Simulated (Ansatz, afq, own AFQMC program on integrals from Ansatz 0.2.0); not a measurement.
AFQMC on a folder of integrals that Ansatz 0.2.0 wrote.

```yaml
crystal:
  periodic: [false, false, false]
  atoms:
    - {symbol: B, position_ang: [-0.114887, 0.000009, 0.089052]}
    - {symbol: H, position_ang: [0.311423, 0.539087, -0.991887]}
    - {symbol: H, position_ang: [0.609492, -0.000048, 1.028622]}
    - {symbol: H, position_ang: [0.311340, -0.539134, -0.991888]}
basis:
  gaussian: {orbitals: cc-pVDZ}
magnetization: {spin_polarized: true, initial_magnetization: 2}
correlation: {method: ccsd_t, electrons: outside_noble_gas, hamiltonian_folder: ham}
```

```sh
$ ansatz run in.yaml --threads 1 --pin off --events-out ev --progress --plain --max-ram 1843MiB
```

afq runs on the folder ham with

```
--method phaseless --trial hf --walkers 140 --populations 1 --least-time 40 --time-step 0.005 --steps-per-block 20 --equilibration-blocks 112 --max-blocks 600 --target-error 0.00087 --factor-cut 1e-05 --start spin_pure --seed 8354 --taylor-order 6
```

Times are imaginary, in 1/Eh. The walk had a cap of 499 s.

Output of the walk:

```
orbitals 28  electrons 4 2  factors 211 of 261
reference energy -26.26090527 Eh
CCSD correlation -0.10642652 Eh in 10 cycles, weight of the determinant in the CISD state 0.9444
energy of the start -26.261023 Eh
 block  time / (1/Eh)  mean weight  energy / Eh
     1     0.100  1.0003  -26.281233
     2     0.200  1.0009  -26.296051
     3     0.300  1.0003  -26.309695
     4     0.400  1.0004  -26.320334
     5     0.500  1.0008  -26.326823
     8     0.800  1.0014  -26.346455
    16     1.600  1.0014  -26.367224
    61     6.100  1.0010  -26.369466
   106    10.600  0.9993  -26.370210
   151    15.100  1.0014  -26.358107
   196    19.600  0.9990  -26.367502
   211    21.100  1.0006  -26.356559
   241    24.100  1.0009  -26.358046
   286    28.600  0.9994  -26.362843
   331    33.100  1.0005  -26.367225
   376    37.600  0.9994  -26.367757
   421    42.100  1.0002  -26.380320
   466    46.600  0.9992  -26.368546
   511    51.100  0.9993  -26.359741
   556    55.600  1.0002  -26.377085
   601    60.100  1.0008  -26.362669
blocks merged  error / Eh  count
     1  0.000421  500
     2  0.000529  250
     4  0.000707  125
     8  0.000792  62
    16  0.000865  31
    32  0.000797  15
energy -26.369278 +/- 0.000865 Eh
(rows thinned)
```

The run passed its tests (sampling time, drift between the halves within three errors, error under three times the target), which doesn't prove that it has relaxed.

Against this walk (error 23.5 meV) on the same determinant: CCSD(T) 1.0 meV lower (within the noise), CCSDT(Q) 15.8 meV lower (within the noise), full CI 16.1 meV lower (within the noise), a separate phaseless walk with a CISD trial and standard settings 15.6 ± 23.9 meV lower (within the noise). The error is statistical and leaves out the bias of the constraint.

Cautions: constraint bias not in the error; lower spins were not checked.

The walk took 76 s on 1 thread of Intel(R) Xeon(R) 6975P-C (Granite Rapids), on a shared host. The log's last line is the phaseless energy.

CCSDT and higher add their correlation energy to the determinant of the CCSD(T) run, since their own runs factorise the integrals more tightly (a shift of under 2 meV). A walk keeps the symmetry of its determinant, which the program's search chose and which needn't be the lowest solution, so a lower state of the same spin and another symmetry isn't excluded.
